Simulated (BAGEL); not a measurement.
# B3LYP/6-31G(d) (density fitting with cc-pvqz-jkfit, spherical functions) run of SiHCl (SMILES [SiH]Cl)

Aim: the energy change on altering one bond length of SiHCl at B3LYP/6-31G* (density fitting with cc-pvqz-jkfit, spherical functions), from 2 runs. 

Program for the calculation: BAGEL 1.2.2.

2 further runs of the same task are left out: 2 set aside as unsound or not needed.

**1. Starting point**

SiHCl has 3 atoms, charge 0, and is taken as a singlet. SMILES: `[SiH]Cl`. The shape is that of a PBE0-D4/def2-TZVP optimisation.

Bond lengths: Si1–Cl2 2.077 Å, Si1–H3 1.529 Å. Angles: Cl2–Si1–H3 94.7°.

**2. The energy at B3LYP/6-31G(d) (density fitting with cc-pvqz-jkfit, spherical functions)**

job.json

```json
{ "bagel": [

{
  "title": "molecule",
  "basis": "6-31gs.json",
  "df_basis": "cc-pvqz-jkfit",
  "angstrom": true,
  "geometry": [
    { "atom": "Si", "xyz": [   -0.548300,    0.570970,   -0.233910 ] },
    { "atom": "Cl", "xyz": [    1.275420,    0.352820,    0.736230 ] },
    { "atom": "H", "xyz": [   -0.727130,   -0.923790,   -0.502320 ] }
  ]
},
{ "title": "ks", "xc_func": "b3lyp" },
{ "title": "print", "file": "orbitals.molden", "orbitals": true }

]}
```

The basis set 6-31G* is read from a file made from the Basis Set Exchange's data (not shown).

Command:

```console
$ BAGEL_NUM_THREADS=1 BAGEL job.json > job.out
```

The log of the run:

```text
* using 1 threads per process

  ===============================================================
  ===============================================================

  *** Geometry ***

  { "atom" : "Si", "xyz" : [     -1.036137,      1.078977,     -0.442026 ] },
  { "atom" : "Cl", "xyz" : [      2.410194,      0.666733,      1.391273 ] },
  { "atom" : "H", "xyz" : [     -1.374077,     -1.745710,     -0.949247 ] },

  Number of auxiliary basis functions:      347

  Since a DF basis is specified, we compute 2- and 3-index integrals:
    o Being stored without compression. Storage requirement is 0.004 GB

  Number of basis functions:       38
  Number of electrons      :       32

    * METHOD: MOLECULE                             0.12

  *** Kohn-Sham DFT ***

    * Removing 3527 points whose weight is below 1.00e-10
    * Grid points: 41191

  === Nuclear Repulsion ===
    68.8355159980

       - DIIS with orbital gradients will be used.

  === KS iteration (b3lyp / 6-31gs.json) ===
      0       -738.91230967          0.14778933           0.12
      1       -733.04897038          0.16426301           0.11
      2       -736.67311602          0.10935333           0.10
      3       -744.73732959          0.11434767           0.09
      4       -750.05706936          0.02858783           0.08
      5       -749.88825422          0.04383890           0.09
      6       -749.92323333          0.04177778           0.12
      7       -750.19604489          0.01855578           0.10
      8       -750.27225119          0.00268293           0.08
      9       -750.27411902          0.00044070           0.08
     10       -750.27416741          0.00007778           0.08
     11       -750.27416834          0.00001575           0.12
     12       -750.27416841          0.00000243           0.10
     13       -750.27416841          0.00000030           0.10
     14       -750.27416841          0.00000017           0.09
     15       -750.27416841          0.00000001           0.09
     16       -750.27416841          0.00000000           0.09
    * SCF iteration converged.

    * Permanent dipole moment:
           (    0.421380,     0.099195,     0.241238) a.u.

    * METHOD: KS                                   1.74

    * METHOD: PRINT                                0.00

  ===============================================================
```

It took 4.2 s on 1 thread of Intel Xeon 6975P-C (Granite Rapids), shared host; peak memory 0.14 GiB.

**3. The distorted shape, same level**

input.json

```json
{ "bagel": [

{
  "title": "molecule",
  "basis": "6-31gs.json",
  "df_basis": "cc-pvqz-jkfit",
  "angstrom": true,
  "geometry": [
    { "atom": "Si", "xyz": [   -1.095375,    0.636410,   -0.524930 ] },
    { "atom": "Cl", "xyz": [    1.275420,    0.352820,    0.736230 ] },
    { "atom": "H", "xyz": [   -1.274205,   -0.858350,   -0.793340 ] }
  ]
},
{ "title": "ks", "xc_func": "b3lyp" },
{ "title": "print", "file": "orbitals.molden", "orbitals": true }

]}
```

The basis set 6-31G* is read from a file made from the Basis Set Exchange's data (not shown).

Command:

```console
$ BAGEL_NUM_THREADS=1 BAGEL input.json > input.out
```

The log of the run:

```text
* using 1 threads per process

  ===============================================================
  ===============================================================

  *** Geometry ***

  { "atom" : "Si", "xyz" : [     -2.069959,      1.202641,     -0.991974 ] },
  { "atom" : "Cl", "xyz" : [      2.410194,      0.666733,      1.391273 ] },
  { "atom" : "H", "xyz" : [     -2.407898,     -1.622046,     -1.499195 ] },

  Number of auxiliary basis functions:      347

  Since a DF basis is specified, we compute 2- and 3-index integrals:
    o Being stored without compression. Storage requirement is 0.004 GB

  Number of basis functions:       38
  Number of electrons      :       32

    * METHOD: MOLECULE                             0.11

  *** Kohn-Sham DFT ***

    * Removing 3048 points whose weight is below 1.00e-10
    * Grid points: 41670

  === Nuclear Repulsion ===
    54.2877100931

       - DIIS with orbital gradients will be used.

  === KS iteration (b3lyp / 6-31gs.json) ===
      0       -733.33606590          0.09970996           0.11
      1       -731.44263776          0.13658441           0.10
      2       -653.46934174          0.15874058           0.10
      3       -740.40125654          0.09916522           0.10
      4       -749.62779560          0.04327267           0.10
      5       -749.91562943          0.02494457           0.09
      6       -750.00438042          0.02268058           0.10
      7       -750.14394054          0.01487275           0.10
      8       -750.22819270          0.00340768           0.09
      9       -750.23086562          0.00164311           0.09
     10       -750.23149730          0.00017951           0.08
     11       -750.23150575          0.00002255           0.10
     12       -750.23150586          0.00000894           0.11
     13       -750.23150588          0.00000203           0.11
     14       -750.23150588          0.00000025           0.10
     15       -750.23150588          0.00000005           0.11
     16       -750.23150588          0.00000002           0.10
     17       -750.23150588          0.00000001           0.11
    * SCF iteration converged.

    * Permanent dipole moment:
           (    1.603442,    -0.023167,     0.872218) a.u.

    * METHOD: KS                                   1.92

    * METHOD: PRINT                                0.00

  ===============================================================
```

It took 4.5 s on 1 thread of Intel Xeon 6975P-C (Granite Rapids), shared host; peak memory 0.14 GiB.

**4. What came out**

Level: B3LYP/6-31G* (density fitting with cc-pvqz-jkfit, spherical functions).

```
                                                           quantity          value
                                          first shape: total energy  -750.27417 Eh
                                         first shape: dipole moment         1.26 D
                                           first shape: HOMO energy       -6.80 eV
                                           first shape: LUMO energy       -3.17 eV
                                         first shape: HOMO–LUMO gap        3.63 eV
                                      distorted shape: total energy  -750.23151 Eh
                                     distorted shape: dipole moment         4.64 D
                                       distorted shape: HOMO energy       -7.42 eV
                                       distorted shape: LUMO energy       -4.22 eV
                                     distorted shape: HOMO–LUMO gap        3.20 eV
energy change with the Si1–Cl2 bond stretched from 2.077 to 2.700 Å       1.161 eV
```

With the Si1–Cl2 bond stretched from 2.077 to 2.700 Å the energy rises by 1.16 eV (27 kcal/mol). The first shape isn't relaxed at this level, so the change isn't measured from a minimum.
